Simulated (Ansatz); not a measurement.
Input file:

```yaml
crystal:
  periodic: [false, false, false]
  atoms:
    - {symbol: Al, position_ang: [0.000000, 0.000000, 0.052176]}
    - {symbol: C, position_ang: [0.000000, 0.000000, -1.871353]}
    - {symbol: H, position_ang: [0.000000, 0.000000, 1.819176]}
basis:
  gaussian: {orbitals: 6-31G}
correlation: {method: fci, electrons: outside_noble_gas}
```

```sh
$ ansatz run in.yaml --threads 1 --pin off --events-out ev --progress --plain --max-ram 2393MiB
```

Question: Roughly how long does this take on 1 thread of Arm Neoverse V2, shared host, and how much host memory?

Answer: 26 s wall and 0.31 GiB.

```
502 factors; integrals over basis functions are off by at most 1.4e-7 eV
mean field evaluation 1: about -7620.1073 eV, gradient 1.1e1 eV
mean field evaluation 2: about -7620.1085 eV, gradient 1.1e1 eV
mean field evaluation 4: about -7620.6708 eV, gradient 1.9e0 eV
mean field evaluation 8: about -7620.7142 eV, gradient 1.1e-1 eV
mean field evaluation 16: about -7620.5187 eV, gradient 3.1e0 eV
mean field evaluation 32: about -7617.5717 eV, gradient 1.3e-3 eV
mean field evaluation 64: about -7620.6112 eV, gradient 5.2e0 eV
mean field -7620.71443814 eV, -280.0560900959 hartree, gradient 4.0e-6 eV, S^2 0.000000; 5 other end points of the search recorded, 0 dependent functions left out; unrestricted orbitals would lower it
determinant -7620.71443814 eV, -280.0560900959 hartree, with singles and doubles -7624.62019897 eV, -280.1996241591 hartree
determinant -7617.57172375 eV, -279.9405974722 hartree, with singles and doubles -7622.13097217 eV, -280.1081467614 hartree
6 core orbitals not correlated: weight in the atoms' cores, before any rotation towards them, 1.000 or more for the frozen orbitals, at most 0.000 for the correlated occupied ones
reference -7620.71443814 eV, -280.0560900959 hartree; 4, 4 occupied and 14, 14 virtual orbitals, 502 factors
state -7624.94226106 eV, -280.2114597223 hartree
Total energy: -7624.94226106 eV, -280.2114597223 hartree
```
